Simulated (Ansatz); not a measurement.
Results of LDA in Ansatz (plane waves, PAW) for hcp Lu.

Settings: plane-wave cutoff 520 eV, 18×18×10 k mesh (along the axes of the cell as run), Fermi–Dirac smearing 0.05 eV, scalar-relativistic PAW data made under PBE.

Starting structure:

```xyz
2
Lattice="3.5000 0.0000 0.0000 -1.7500 3.0311 0.0000 0.0000 0.0000 5.5500" Properties=species:S:1:pos:R:3 pbc="T T T"
Lu     1.7500     1.0104     4.1625
Lu     0.0000     2.0207     1.3875
```

Task: Into what structure does the relaxation of cell and atoms lead at this level, with the symmetry of the start kept?

Result: The volume decreases by 12 %; final space group P6_3/mmc.
```xyz
2
Lattice="3.3824 0.0000 0.0000 -1.6912 2.9293 0.0000 0.0000 0.0000 5.2458" Properties=species:S:1:pos:R:3 pbc="T T T"
Lu     1.6912     0.9764     3.9343
Lu     0.0000     1.9528     1.3114
```

Ansatz is an electronic-structure program.
